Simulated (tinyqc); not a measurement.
Worked calculation (part 2 of 2): UHF in the sto-3g basis, for H2O, spin multiplicity 1. Computed by tinyqc, a small Python program that keeps every step (integrals from PySCF). Command: `OMP_NUM_THREADS=1 python tinyqc.py 22754 22755 out.jsonl` (the two numbers bound the seeds that draw the settings). One thread of a shared host (Intel(R) Xeon(R) Processor @ 2.60GHz), about 0.1 s of CPU time with the checks.

Geometry (angstrom):
```
atom         x          y         z
O     0.000000   0.000000  0.000000
H     0.000000   0.798000  0.491000
H     0.000000  -0.798000  0.491000
```

## Iteration 2: diagonalisation and new density

F(alpha) (hartree), lower triangle:
```
             1O 1s      1O 2s     1O 2px     1O 2py     1O 2pz      2H 1s      3H 1s
1O 1s   -20.100600
1O 2s    -5.144025  -2.363941
1O 2px    0.000000   0.000000  -0.277935
1O 2py    0.000000   0.000000   0.111980  -0.356946
1O 2pz   -0.027609  -0.128462   0.000000   0.000000  -0.349151
2H 1s    -1.247698  -1.045468  -0.029048  -0.416166  -0.303990  -0.576770
3H 1s    -1.247698  -1.045468   0.029048   0.416166  -0.303990  -0.372289  -0.576770
```

F(beta) (hartree), lower triangle:
```
             1O 1s      1O 2s     1O 2px     1O 2py     1O 2pz      2H 1s      3H 1s
1O 1s   -20.100600
1O 2s    -5.144025  -2.363941
1O 2px    0.000000   0.000000  -0.277935
1O 2py    0.000000   0.000000  -0.111980  -0.356946
1O 2pz   -0.027609  -0.128462   0.000000   0.000000  -0.349151
2H 1s    -1.247698  -1.045468   0.029048  -0.416166  -0.303990  -0.576770
3H 1s    -1.247698  -1.045468  -0.029048   0.416166  -0.303990  -0.372289  -0.576770
```

X, lower triangle:
```
            1O 1s      1O 2s    1O 2px     1O 2py     1O 2pz      2H 1s     3H 1s
1O 1s    1.024320
1O 2s   -0.144806   1.268041
1O 2px   0.000000   0.000000  1.000000
1O 2py   0.000000   0.000000  0.000000   1.138441
1O 2pz  -0.009276   0.103676  0.000000   0.000000   1.043675
2H 1s    0.022728  -0.313425  0.000000  -0.256391  -0.132462   1.223879
3H 1s    0.022728  -0.313425  0.000000   0.256391  -0.132462  -0.082520  1.223879
```

D(alpha) after iteration 1, lower triangle:
```
            1O 1s      1O 2s     1O 2px     1O 2py    1O 2pz      2H 1s     3H 1s
1O 1s    1.042489
1O 2s   -0.166324   0.701843
1O 2px   0.000000   0.000000   0.927207
1O 2py   0.000000   0.000000  -0.255372   0.531631
1O 2pz   0.051550  -0.251563   0.000000   0.000000  0.843080
2H 1s   -0.046750   0.122179   0.230635   0.182274  0.131727   0.250777
3H 1s   -0.046750   0.122179  -0.230635  -0.182274  0.131727  -0.125899  0.250777
```

D(beta) after iteration 1, lower triangle:
```
            1O 1s      1O 2s     1O 2px     1O 2py    1O 2pz      2H 1s     3H 1s
1O 1s    1.042489
1O 2s   -0.166324   0.701843
1O 2px   0.000000   0.000000   0.927207
1O 2py   0.000000   0.000000   0.255372   0.531631
1O 2pz   0.051550  -0.251563   0.000000   0.000000  0.843080
2H 1s   -0.046750   0.122179  -0.230635   0.182274  0.131727   0.250777
3H 1s   -0.046750   0.122179   0.230635  -0.182274  0.131727  -0.125899  0.250777
```

overlap S, lower triangle:
```
           1O 1s     1O 2s    1O 2px     1O 2py    1O 2pz     2H 1s     3H 1s
1O 1s   1.000000
1O 2s   0.236704  1.000000
1O 2px  0.000000  0.000000  1.000000
1O 2py  0.000000  0.000000  0.000000   1.000000
1O 2pz  0.000000  0.000000  0.000000   0.000000  1.000000
2H 1s   0.056630  0.488184  0.000000   0.341014  0.209822  1.000000
3H 1s   0.056630  0.488184  0.000000  -0.341014  0.209822  0.223393  1.000000
```

A level shift of 0.5 hartree raises the virtual space: F + shift (S - S D(s) S), with D(s) the density of one spin. Diagonalise F' = X^T F X, C = X C', fill 5 alpha and 5 beta electrons from the bottom; D(s) = C_occ C_occ^T. Each column has its largest component positive (the first on a tie).

F' = X^T F X (alpha) (hartree), lower triangle:
```
            1          2          3          4          5          6         7
1  -19.714759
2   -2.725256  -0.938878
3    0.000000   0.000000  -0.241538
4    0.000000   0.000000   0.221797   0.169687
5   -0.058891   0.174142   0.000000   0.000000  -0.186054
6   -0.180940  -0.709257  -0.139344  -0.659584  -0.363034   0.348375
7   -0.180940  -0.709257   0.139344   0.659584  -0.363034  -0.103596  0.348375
```

orbital energies (alpha) (hartree): MO1 -20.110082, MO2 -1.207216, MO3 -0.637077, MO4 -0.382444, MO5 -0.292794, MO6 1.104830, MO7 1.309991

coefficients C (alpha):
```
              MO1        MO2        MO3        MO4        MO5        MO6        MO7
1O 1s    0.993875  -0.225820   0.000000   0.089298   0.000000  -0.156729   0.000000
1O 2s    0.027945   0.782502   0.000000  -0.436241   0.000000   1.016228   0.000000
1O 2px   0.000000   0.000000  -0.112629   0.000000   0.976018   0.000000   0.186290
1O 2py   0.000000   0.000000   0.640410   0.000000  -0.117313   0.000000   1.001815
1O 2pz   0.004144   0.129715   0.000000   0.874689   0.000000   0.594357   0.000000
2H 1s   -0.006484   0.195499   0.390124   0.171285   0.207408  -0.836689  -0.850800
3H 1s   -0.006484   0.195499  -0.390124   0.171285  -0.207408  -0.836689   0.850800
```

F' = X^T F X (beta) (hartree), lower triangle:
```
            1          2          3          4          5          6         7
1  -19.714759
2   -2.725256  -0.938878
3    0.000000   0.000000  -0.241538
4    0.000000   0.000000  -0.221797   0.169687
5   -0.058891   0.174142   0.000000   0.000000  -0.186054
6   -0.180940  -0.709257   0.139344  -0.659584  -0.363034   0.348375
7   -0.180940  -0.709257  -0.139344   0.659584  -0.363034  -0.103596  0.348375
```

orbital energies (beta) (hartree): MO1 -20.110082, MO2 -1.207216, MO3 -0.637077, MO4 -0.382444, MO5 -0.292794, MO6 1.104830, MO7 1.309991

coefficients C (beta):
```
              MO1        MO2        MO3        MO4        MO5        MO6        MO7
1O 1s    0.993875  -0.225820   0.000000   0.089298   0.000000  -0.156729   0.000000
1O 2s    0.027945   0.782502   0.000000  -0.436241   0.000000   1.016228   0.000000
1O 2px   0.000000   0.000000   0.112629   0.000000   0.976018   0.000000  -0.186290
1O 2py   0.000000   0.000000   0.640410   0.000000   0.117313   0.000000   1.001815
1O 2pz   0.004144   0.129715   0.000000   0.874689   0.000000   0.594357   0.000000
2H 1s   -0.006484   0.195499   0.390124   0.171285  -0.207408  -0.836689  -0.850800
3H 1s   -0.006484   0.195499  -0.390124   0.171285   0.207408  -0.836689   0.850800
```

D(alpha) after iteration 2, lower triangle:
```
            1O 1s      1O 2s     1O 2px     1O 2py    1O 2pz      2H 1s     3H 1s
1O 1s    1.046755
1O 2s   -0.187886   0.803396
1O 2px   0.000000   0.000000   0.965296
1O 2py   0.000000   0.000000  -0.186628   0.423887
1O 2pz   0.052935  -0.279957   0.000000   0.000000  0.781923
2H 1s   -0.035296   0.078075   0.158495   0.225508  0.175153   0.262815
3H 1s   -0.035296   0.078075  -0.158495  -0.225508  0.175153  -0.127615  0.262815
```

D(beta) after iteration 2, lower triangle:
```
            1O 1s      1O 2s     1O 2px     1O 2py    1O 2pz      2H 1s     3H 1s
1O 1s    1.046755
1O 2s   -0.187886   0.803396
1O 2px   0.000000   0.000000   0.965296
1O 2py   0.000000   0.000000   0.186628   0.423887
1O 2pz   0.052935  -0.279957   0.000000   0.000000  0.781923
2H 1s   -0.035296   0.078075  -0.158495   0.225508  0.175153   0.262815
3H 1s   -0.035296   0.078075   0.158495  -0.225508  0.175153  -0.127615  0.262815
```

## Iteration 14 (converged): orbitals

converged F(alpha) (hartree), lower triangle:
```
             1O 1s      1O 2s     1O 2px     1O 2py     1O 2pz      2H 1s      3H 1s
1O 1s   -20.209836
1O 2s    -5.159952  -2.440153
1O 2px    0.000000   0.000000  -0.381663
1O 2py    0.000000   0.000000   0.000000  -0.345709
1O 2pz   -0.028864  -0.118968   0.000000   0.000000  -0.348109
2H 1s    -1.252240  -1.053631   0.000000  -0.424719  -0.325362  -0.594238
3H 1s    -1.252240  -1.053631   0.000000   0.424719  -0.325362  -0.370690  -0.594238
```

converged F(beta) (hartree), lower triangle:
```
             1O 1s      1O 2s     1O 2px     1O 2py     1O 2pz      2H 1s      3H 1s
1O 1s   -20.209836
1O 2s    -5.159952  -2.440153
1O 2px    0.000000   0.000000  -0.381663
1O 2py    0.000000   0.000000   0.000000  -0.345709
1O 2pz   -0.028864  -0.118968   0.000000   0.000000  -0.348109
2H 1s    -1.252240  -1.053631   0.000000  -0.424719  -0.325362  -0.594238
3H 1s    -1.252240  -1.053631   0.000000   0.424719  -0.325362  -0.370690  -0.594238
```

Diagonalise F' = X^T F X, C = X C', fill 5 alpha and 5 beta electrons from the bottom; D(s) = C_occ C_occ^T. Each column has its largest component positive (the first on a tie).

F' = X^T F X (alpha) (hartree), lower triangle:
```
            1          2          3          4          5          6         7
1  -19.828488
2   -2.697938  -1.186199
3    0.000000   0.000000  -0.381663
4    0.000000   0.000000   0.000000   0.018432
5   -0.051100   0.106998   0.000000   0.000000  -0.224626
6   -0.202598  -0.546016   0.000000  -0.511720  -0.300126   0.037321
7   -0.202598  -0.546016   0.000000   0.511720  -0.300126  -0.104739  0.037321
```

orbital energies (alpha) (hartree): MO1 -20.218821, MO2 -1.262360, MO3 -0.646070, MO4 -0.424835, MO5 -0.381663, MO6 0.599285, MO7 0.806563

coefficients C (alpha):
```
              MO1        MO2        MO3        MO4        MO5        MO6        MO7
1O 1s    0.994051  -0.232918   0.000000   0.095416   0.000000  -0.140809   0.000000
1O 2s    0.027147   0.827928   0.000000  -0.500915   0.000000   0.948155   0.000000
1O 2px   0.000000   0.000000  -0.000001   0.000000   1.000000   0.000000   0.000000
1O 2py   0.000000   0.000000   0.593316   0.000000   0.000000   0.000000   1.037061
1O 2pz   0.004073   0.121956   0.000000   0.820503   0.000000   0.668632   0.000000
2H 1s   -0.006255   0.163034   0.435932   0.253560   0.000001  -0.822640  -0.853837
3H 1s   -0.006255   0.163034  -0.435932   0.253560  -0.000001  -0.822640   0.853837
```

F' = X^T F X (beta) (hartree), lower triangle:
```
            1          2          3          4          5          6         7
1  -19.828488
2   -2.697938  -1.186199
3    0.000000   0.000000  -0.381663
4    0.000000   0.000000   0.000000   0.018432
5   -0.051100   0.106998   0.000000   0.000000  -0.224626
6   -0.202598  -0.546016   0.000000  -0.511720  -0.300126   0.037321
7   -0.202598  -0.546016   0.000000   0.511720  -0.300126  -0.104739  0.037321
```

orbital energies (beta) (hartree): MO1 -20.218821, MO2 -1.262360, MO3 -0.646070, MO4 -0.424835, MO5 -0.381663, MO6 0.599285, MO7 0.806563

coefficients C (beta):
```
              MO1        MO2        MO3        MO4        MO5        MO6        MO7
1O 1s    0.994051  -0.232918   0.000000   0.095416   0.000000  -0.140809   0.000000
1O 2s    0.027147   0.827928   0.000000  -0.500915   0.000000   0.948155   0.000000
1O 2px   0.000000   0.000000   0.000001   0.000000   1.000000   0.000000   0.000000
1O 2py   0.000000   0.000000   0.593316   0.000000   0.000000   0.000000   1.037061
1O 2pz   0.004073   0.121956   0.000000   0.820503   0.000000   0.668632   0.000000
2H 1s   -0.006255   0.163034   0.435932   0.253560  -0.000001  -0.822640  -0.853837
3H 1s   -0.006255   0.163034  -0.435932   0.253560   0.000001  -0.822640   0.853837
```

D(alpha) after iteration 14, lower triangle:
```
            1O 1s      1O 2s    1O 2px     1O 2py    1O 2pz      2H 1s     3H 1s
1O 1s    1.051492
1O 2s   -0.213649   0.937118
1O 2px   0.000000   0.000000  1.000000
1O 2py   0.000000   0.000000  0.000000   0.352024
1O 2pz   0.053932  -0.309921  0.000000   0.000000  0.688115
2H 1s   -0.019998   0.007798  0.000000   0.258646  0.227904   0.280949
3H 1s   -0.019998   0.007798  0.000000  -0.258646  0.227904  -0.099125  0.280949
```

D(beta) after iteration 14, lower triangle:
```
            1O 1s      1O 2s    1O 2px     1O 2py    1O 2pz      2H 1s     3H 1s
1O 1s    1.051492
1O 2s   -0.213649   0.937118
1O 2px   0.000000   0.000000  1.000000
1O 2py   0.000000   0.000000  0.000000   0.352024
1O 2pz   0.053932  -0.309921  0.000000   0.000000  0.688115
2H 1s   -0.019998   0.007798  0.000000   0.258646  0.227904   0.280949
3H 1s   -0.019998   0.007798  0.000000  -0.258646  0.227904  -0.099125  0.280949
```

## Convergence

Stop when the energy changes by less than 1e-10 hartree and every element of the error matrix X^T (F D S - S D F) X (for each spin) is below 3e-06.

Course of the cycle:
```
iteration   E (hartree)     change  largest element of the error matrix
1          -74.55731941          -                             1.84e-01
2          -74.81420293  -2.57e-01                             1.08e-01
3          -74.89766941  -8.35e-02                             6.99e-02
4          -74.93910232  -4.14e-02                             3.32e-02
5          -74.94860761  -9.51e-03                             1.11e-02
6          -74.94972381  -1.12e-03                             3.37e-03
7          -74.94982983  -1.06e-04                             1.00e-03
8          -74.94984048  -1.07e-05                             2.65e-04
9          -74.94984146  -9.78e-07                             9.09e-05
10         -74.94984156  -1.01e-07                             3.17e-05
11         -74.94984157  -1.17e-08                             1.03e-05
12         -74.94984157  -1.21e-09                             3.38e-06
13         -74.94984157  -1.24e-10                             1.11e-06
14         -74.94984157  -1.28e-11                             3.77e-07
```

PySCF UHF in the same basis, after a stability check = -74.94984157 hartree

Converged in 14 iterations.

## Populations, bond orders and dipole

Mulliken: Z minus the diagonal of D S on the atom; Loewdin: the same with S^(1/2) D S^(1/2); Mayer order: 2 sum_s sum (D(s) S)_ij (D(s) S)_ji over the two atoms.

Charges (e):
```
atom   Mulliken    Loewdin  Mulliken spin
1O    -0.409996  -0.283659              0
2H     0.204998   0.141829              0
3H     0.204998   0.141829              0
```

Mayer bond orders:
```
pair     order
2-1   0.936030
3-1   0.936030
3-2   0.021946
```

dipole moment about the origin, x y z (debye): 0.000000  0.000000  1.657490

<S^2> of the determinant (pure state: 0) = 0
